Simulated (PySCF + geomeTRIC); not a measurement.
Species: HO, SMILES `[OH]` (charge 0, multiplicity 2).

Give a relaxed geometry from M06-2X/def2-TZVP run with PySCF + geomeTRIC.

the end point of this relaxation (outside a Z-matrix the atoms follow the SMILES, hydrogens last).
Z-matrix (Å, degrees):
```
O
H 1 0.9733
```
